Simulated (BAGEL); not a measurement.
# SiH4O (SMILES O[SiH3]) at HF/6-31G(d) (density fitting with qzvpp-jkfit, spherical functions)

Aim: the energy change on altering one bond length of SiH4O at HF/6-31G* (density fitting with qzvpp-jkfit, spherical functions), from 2 runs. 

The calculation is run with BAGEL 1.2.2.

4 further runs of the same task are left out: 4 that didn't finish. Runs told in other sessions of the task aren't counted.

## Step 1: Starting point

SiH4O: 6 atoms, total charge 0, spin state singlet. As SMILES, `O[SiH3]`. Geometry: relaxed at PBE0-D4/def2-TZVP.

Bond lengths: O1–Si2 1.648 Å, O1–H3 0.957 Å, Si2–H4 1.489 Å, Si2–H5 1.481 Å, Si2–H6 1.489 Å. Angles: O1–Si2–H4 111.7°, O1–Si2–H5 105.9°, O1–Si2–H6 111.7°, Si2–O1–H3 117.9°, H4–Si2–H5 109.9°, H4–Si2–H6 107.9°, H5–Si2–H6 109.9°.

## Step 2: The energy at HF/6-31G(d) (density fitting with qzvpp-jkfit, spherical functions)

input.json

```json
{ "bagel" : [

{
  "title" : "molecule",
  "basis" : "6-31gs.json",
  "df_basis" : "qzvpp-jkfit",
  "angstrom" : "true",
  "geometry" : [
    { "atom" : "O", "xyz" : [       0.636700,      -1.030300,       0.419000 ] },
    { "atom" : "Si", "xyz" : [      -0.035700,       0.346500,      -0.187000 ] },
    { "atom" : "H", "xyz" : [       0.069100,      -1.629200,       0.904700 ] },
    { "atom" : "H", "xyz" : [      -1.128300,       0.045700,      -1.152800 ] },
    { "atom" : "H", "xyz" : [       1.060500,       1.064900,      -0.875600 ] },
    { "atom" : "H", "xyz" : [      -0.602300,       1.202400,       0.891700 ] }
  ]
},

{
  "title" : "hf"
},

{
  "title" : "print",
  "file" : "orbitals.molden",
  "orbitals" : "true"
}

]}
```

The basis set 6-31G* is read from a file made from the Basis Set Exchange's data (not shown).

Command:

```
$ BAGEL_NUM_THREADS=1 BAGEL input.json > input.out
```

What it wrote:

```text
* using 1 threads per process

  ===============================================================
  ===============================================================

  *** Geometry ***

  { "atom" : "O", "xyz" : [      1.203189,     -1.946985,      0.791795 ] },
  { "atom" : "Si", "xyz" : [     -0.067463,      0.654790,     -0.353379 ] },
  { "atom" : "H", "xyz" : [      0.130580,     -3.078742,      1.709635 ] },
  { "atom" : "H", "xyz" : [     -2.132178,      0.086360,     -2.178476 ] },
  { "atom" : "H", "xyz" : [      2.004055,      2.012369,     -1.654644 ] },
  { "atom" : "H", "xyz" : [     -1.138182,      2.272207,      1.685069 ] },

  Number of auxiliary basis functions:      277

  Since a DF basis is specified, we compute 2- and 3-index integrals:
    o Being stored without compression. Storage requirement is 0.004 GB

  Number of basis functions:       40
  Number of electrons      :       26

    * METHOD: MOLECULE                             0.06

  *** RHF ***

  === Nuclear Repulsion ===
    64.7548917775

      * DIIS with orbital gradients will be used.

  === RHF iteration (6-31gs.json) ===
      0       -365.98140794          0.03448429           0.01
      1       -366.07156101          0.02192268           0.01
      2       -366.12724196          0.00207174           0.01
      3       -366.12797817          0.00021990           0.01
      4       -366.12798858          0.00004881           0.01
      5       -366.12798928          0.00000964           0.01
      6       -366.12798931          0.00000268           0.01
      7       -366.12798931          0.00000045           0.01
      8       -366.12798931          0.00000011           0.01
      9       -366.12798931          0.00000003           0.01
     10       -366.12798931          0.00000002           0.01
     11       -366.12798931          0.00000000           0.01
    * SCF iteration converged.

    * Permanent dipole moment:
           (    0.565916,     0.135718,    -0.222979) a.u.

    * METHOD: HF                                   0.13

    * METHOD: PRINT                                0.00

  ===============================================================
```

It took 0.32 s on 1 thread of Arm Neoverse V1, shared host.

## Step 3: The distorted shape, same level

hf.json

```json
{ "bagel": [

{
  "title": "molecule",
  "basis": "6-31gs.json",
  "df_basis": "qzvpp-jkfit",
  "angstrom": "true",
  "geometry": [
    { "atom": "O", "xyz": [       1.317795,      -0.311646,      -0.163819 ] },
    { "atom": "Si", "xyz": [       0.645395,       1.065154,      -0.769819 ] },
    { "atom": "H", "xyz": [       0.069100,      -1.629200,       0.904700 ] },
    { "atom": "H", "xyz": [      -0.447205,       0.764354,      -1.735619 ] },
    { "atom": "H", "xyz": [       1.741595,       1.783554,      -1.458419 ] },
    { "atom": "H", "xyz": [       0.078795,       1.921054,       0.308881 ] }
  ]
},

{
  "title": "hf"
},

{
  "title": "print",
  "file": "orbitals.molden",
  "orbitals": "true"
}

]}
```

The basis set 6-31G* is read from a file made from the Basis Set Exchange's data (not shown).

Command:

```
$ BAGEL_NUM_THREADS=1 BAGEL hf.json > hf.out
```

What it wrote:

```text
* using 1 threads per process

  ===============================================================
  ===============================================================

  *** Geometry ***

  { "atom" : "O", "xyz" : [      2.490272,     -0.588926,     -0.309573 ] },
  { "atom" : "Si", "xyz" : [      1.219620,      2.012849,     -1.454747 ] },
  { "atom" : "H", "xyz" : [      0.130580,     -3.078742,      1.709635 ] },
  { "atom" : "H", "xyz" : [     -0.845095,      1.444420,     -3.279845 ] },
  { "atom" : "H", "xyz" : [      3.291138,      3.370429,     -2.756012 ] },
  { "atom" : "H", "xyz" : [      0.148901,      3.630266,      0.583700 ] },

  Number of auxiliary basis functions:      277

  Since a DF basis is specified, we compute 2- and 3-index integrals:
    o Being stored without compression. Storage requirement is 0.004 GB

  Number of basis functions:       40
  Number of electrons      :       26

    * METHOD: MOLECULE                             0.06

  *** RHF ***

  === Nuclear Repulsion ===
    61.2543371171

      * DIIS with orbital gradients will be used.

  === RHF iteration (6-31gs.json) ===
      0       -365.55335962          0.04262431           0.01
      1       -365.31372647          0.06246320           0.01
      2       -365.87877651          0.00406595           0.01
      3       -365.88403119          0.00199948           0.01
      4       -365.88520671          0.00072758           0.01
      5       -365.88537206          0.00025045           0.01
      6       -365.88538953          0.00002007           0.01
      7       -365.88538963          0.00000417           0.01
      8       -365.88538964          0.00000190           0.01
      9       -365.88538964          0.00000067           0.01
     10       -365.88538964          0.00000036           0.01
     11       -365.88538964          0.00000016           0.01
     12       -365.88538964          0.00000004           0.01
     13       -365.88538964          0.00000001           0.01
    * SCF iteration converged.

    * Permanent dipole moment:
           (    0.659459,     0.270846,    -0.323708) a.u.

    * METHOD: HF                                   0.15

    * METHOD: PRINT                                0.00

  ===============================================================
```

Wall time 0.34 s (1 thread of Arm Neoverse V1, shared host).

## Step 4: What came out

At HF/6-31G* (density fitting with qzvpp-jkfit, spherical functions):

```
                                                         quantity          value
                                        first shape: total energy  -366.12799 Eh
                                       first shape: dipole moment         1.58 D
                                         first shape: HOMO energy      -12.34 eV
                                         first shape: LUMO energy        3.67 eV
                                       first shape: HOMO–LUMO gap       16.01 eV
                                    distorted shape: total energy  -365.88539 Eh
                                   distorted shape: dipole moment         1.99 D
                                     distorted shape: HOMO energy      -11.00 eV
                                     distorted shape: LUMO energy       -1.72 eV
                                   distorted shape: HOMO–LUMO gap        9.28 eV
energy change with the O1–H3 bond stretched from 0.957 to 2.106 Å       6.601 eV
```

One bond (distorted shape) is far stretched, which a spin-restricted single reference describes badly; a broken-symmetry solution may lie lower. With the O1–H3 bond stretched from 0.957 to 2.106 Å the energy rises by 6.60 eV (637 kJ/mol). The first shape isn't relaxed at this level, so the change isn't measured from a minimum. A restricted reference can't describe the breaking bond well at this length.
